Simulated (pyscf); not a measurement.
**Concerted two-bond exchange: Al–Cl [singlet] + ammonia (NH₃) -> HN=Al–Cl + hydrogen (H₂)**

Gas phase, singlet surface, charge 0. Bonds broken: N3–H4, N3–H5. Bonds formed: Al1–N3, H4–H5. Structures and frequencies: ωB97X-D3(BJ)/def2-SVP in PySCF.

Transition state (Å):

```xyz
6

Al    -0.6847     1.2722     0.3979
Cl     0.5885     0.3428     1.8104
N     -1.4303     0.1765    -0.8505
H     -1.3454    -1.4513    -1.4396
H     -1.7950    -0.9491    -0.7545
H     -1.9376     0.5176    -1.6710
```

One imaginary mode, 1269i cm⁻¹; descent along it reached the two sides named, in the forms told below.

```
bond    change  reactant side (Å)  saddle  product side
------  ------  -----------------  ------  ------------
N3–H4   breaks              1.024   1.733           3.4
N3–H5   breaks              1.023   1.187         2.595
Al1–N3   forms              2.250   1.821         1.609
H4–H5    forms              1.631   0.961         0.763
```

Electronic energies relative to the separated reactants (eV):

```csv
level,barrier,reaction energy,reverse barrier
ωB97X-D3(BJ)/def2-TZVP,3.50,+1.76,1.73
PBE/def2-TZVP,2.55,+1.79,0.76
r²SCAN/def2-TZVP,2.62,+1.57,1.04
B3LYP-D3(BJ)/def2-TZVP,2.93,+1.80,1.13
PBE0-D3(BJ)/def2-TZVP,3.00,+1.90,1.10
M06-2X/def2-TZVP,3.35,+1.82,1.52
ωB97M-D3(BJ)/def2-TZVP,3.47,+1.92,1.55
HF/def2-TZVP,4.56,+2.18,2.38
```

With ωB97M-D3(BJ)/def2-TZVP energies and thermal terms (ideal gas, 1 atm, RRHO with modes under 100 cm⁻¹ raised to 100, one conformer, R ln 2 for chiral ones without a mode under 150 cm⁻¹), in eV:

```csv
T (K),ΔH‡,ΔG‡,ΔH,ΔG
298,3.20,3.57,+1.68,+1.72
600,3.23,3.93,+1.75,+1.74
900,3.28,4.27,+1.81,+1.72
1200,3.32,4.59,+1.86,+1.69
```

On the reactant side the descent ends in an adduct with a Al–N contact, 0.61 eV under the separated species and 4.10 eV under the saddle at ωB97X-D3(BJ)/def2-TZVP. What is counted as formed (Al–N) is already present as a longer contact in the reactant adduct; forming that adduct is a step of its own. The same reactants have a lower exit, to H₂N–AlH–Cl (barrier +1.55 eV at ωB97M-D3(BJ)/def2-TZVP, against +3.47 eV here). This is the saddle that the search found; another between the same sides may lie lower. One closed-shell reference is unstable to symmetry breaking; treat the single-reference values with care.
